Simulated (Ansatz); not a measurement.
# CH4 (methane): where methods fail along a bond

CH4: 5 atoms, total charge 0, spin state singlet. SMILES: `C`. The coordinates come from a PBE0-D4/def2-TZVP relaxation.

```tsv
atom	x (Å)	y (Å)	z (Å)
C	0.0000	0.0000	0.0000
H	0.1590	-0.2432	1.0502
H	-1.0067	0.3952	-0.1329
H	0.1197	-0.8995	-0.6033
H	0.7281	0.7474	-0.3139
```

The C1–H4 distance is scanned; the parts on either side stay rigid. Basis 6-31G, 1 core orbital frozen in the correlated methods; program Ansatz 0.2.0. FCI is exact within this basis and core. Energies in eV from each method's value at 1.090 Å; methods without a U are spin-restricted. The shape above is that at 1.090 Å.

| distance (Å) | BLYP | HSE06 | B2PLYP | CCSDT | CCSDTQ | FCI |
| --- | --- | --- | --- | --- | --- | --- |
| 1.090 | 0.00 | 0.00 | 0.00 | 0.00 | 0.00 | 0.00 |
| 1.362 | 0.69 | 0.79 | 0.78 | 0.69 | 0.69 | 0.69 |
| 1.634 | 1.91 | 2.12 | 2.09 | 1.87 | 1.87 | 1.87 |
| 2.179 | 4.00 | 4.48 | 4.34 | 3.67 | 3.67 | 3.67 |
| 2.724 | 5.30 | 6.01 | 5.70 | 4.42 | 4.42 | 4.42 |

Departure from the FCI curve at its largest: BLYP +0.88 eV at 2.72 Å; HSE06 +1.60 eV at 2.72 Å; B2PLYP +1.29 eV at 2.72 Å; CCSDT within 0.005 eV; CCSDTQ within 0.005 eV. Restricted functionals keep the electrons paired too, and rise too high.
